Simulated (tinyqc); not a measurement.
UKS/BLYP in the sto-3g basis, for BH, spin multiplicity 3, step by step. One step of it, computed by the program tinyqc.

Task: Iteration 1: diagonalisation and new density. Diagonalise F' = X^T F X, C = X C', fill 4 alpha and 2 beta electrons from the bottom; D(s) = C_occ C_occ^T. Each column has its largest component positive (the first on a tie).

F(alpha) (hartree), lower triangle:
```
            1B 1s      1B 2s     1B 2px    1B 2py     1B 2pz      2H 1s
1B 1s   -5.744591
1B 2s   -1.774600  -0.577444
1B 2px   0.000000   0.000000   0.247210
1B 2py   0.000000   0.000000  -0.000274  0.229588
1B 2pz   0.011094  -0.010628   0.000000  0.000000   0.175345
2H 1s   -0.184034  -0.202920   0.000000  0.000000  -0.168822  -0.282959
```

F(beta) (hartree), lower triangle:
```
            1B 1s      1B 2s    1B 2px    1B 2py     1B 2pz      2H 1s
1B 1s   -5.723235
1B 2s   -1.758027  -0.474404
1B 2px   0.000000   0.000000  0.300059
1B 2py   0.000000   0.000000  0.000811  0.352988
1B 2pz   0.004018  -0.082679  0.000000  0.000000   0.306231
2H 1s   -0.182753  -0.194045  0.000000  0.000000  -0.165248  -0.289871
```

X:
```
                1          2         3          4          5         6
1B 1s    0.375174   0.738912  0.000000   0.000000   0.568037  0.269659
1B 2s   -0.758098  -0.510083  0.000000   0.000000   0.401947  0.448622
1B 2px   0.000000   0.000000  0.039962   0.999201   0.000000  0.000000
1B 2py   0.000000   0.000000  0.999201  -0.039962   0.000000  0.000000
1B 2pz  -0.636113   0.574070  0.000000   0.000000  -0.536177  0.352712
2H 1s    0.894699  -0.333900  0.000000   0.000000  -0.278827  0.517822
```

Give: F' = X^T F X; orbital energies; coefficients C; F' = X^T F X; orbital energies; coefficients C; D(alpha) after iteration 1; D(beta) after iteration 1.

Result:

F' = X^T F X (alpha) (hartree), lower triangle:
```
        1       2      3      4       5       6
1   0.042
2  -0.643  -1.821
3   0.000   0.000  0.230
4   0.000   0.000  0.000  0.247
5  -0.568  -2.324  0.000  0.000  -2.678
6  -0.565  -1.269  0.000  0.000  -1.613  -1.226
```

orbital energies (alpha) (hartree): MO1 -5.755, MO2 -0.302, MO3 0.028, MO4 0.230, MO5 0.247, MO6 0.346

coefficients C (alpha):
```
           MO1     MO2     MO3    MO4     MO5     MO6
1B 1s    0.987  -0.095  -0.298  0.000   0.000  -0.100
1B 2s    0.045   0.214   0.996  0.000   0.000   0.397
1B 2px   0.000   0.000   0.000  0.016   1.000   0.000
1B 2py   0.000   0.000   0.000  1.000  -0.016   0.000
1B 2pz   0.000   0.128  -0.301  0.000   0.000   1.020
2H 1s   -0.007   0.871  -0.327  0.000   0.000  -0.626
```

F' = X^T F X (beta) (hartree), lower triangle:
```
        1       2       3      4       5       6
1   0.061
2  -0.644  -1.715
3   0.000   0.000   0.353
4   0.000   0.000  -0.001  0.300
5  -0.556  -2.413   0.000  0.000  -2.575
6  -0.591  -1.268   0.000  0.000  -1.602  -1.204
```

orbital energies (beta) (hartree): MO1 -5.732, MO2 -0.302, MO3 0.152, MO4 0.300, MO5 0.353, MO6 0.449

coefficients C (beta):
```
           MO1     MO2     MO3     MO4    MO5     MO6
1B 1s    0.988  -0.079  -0.315   0.000  0.000  -0.024
1B 2s    0.042   0.162   1.073   0.000  0.000   0.133
1B 2px   0.000   0.000   0.000   1.000  0.015   0.000
1B 2py   0.000   0.000   0.000  -0.015  1.000   0.000
1B 2pz   0.002   0.115  -0.026   0.000  0.000   1.064
2H 1s   -0.007   0.899  -0.434   0.000  0.000  -0.511
```

D(alpha) after iteration 1, lower triangle:
```
         1B 1s   1B 2s  1B 2px  1B 2py  1B 2pz  2H 1s
1B 1s    1.072
1B 2s   -0.272   1.041
1B 2px   0.000   0.000   0.000
1B 2py   0.000   0.000   0.016   1.000
1B 2pz   0.078  -0.272   0.000   0.000   0.107
2H 1s    0.008  -0.140   0.000   0.000   0.209  0.866
```

D(beta) after iteration 1, lower triangle:
```
         1B 1s  1B 2s  1B 2px  1B 2py  1B 2pz  2H 1s
1B 1s    0.982
1B 2s    0.029  0.028
1B 2px   0.000  0.000   0.000
1B 2py   0.000  0.000   0.000   0.000
1B 2pz  -0.007  0.019   0.000   0.000   0.013
2H 1s   -0.078  0.146   0.000   0.000   0.103  0.809
```
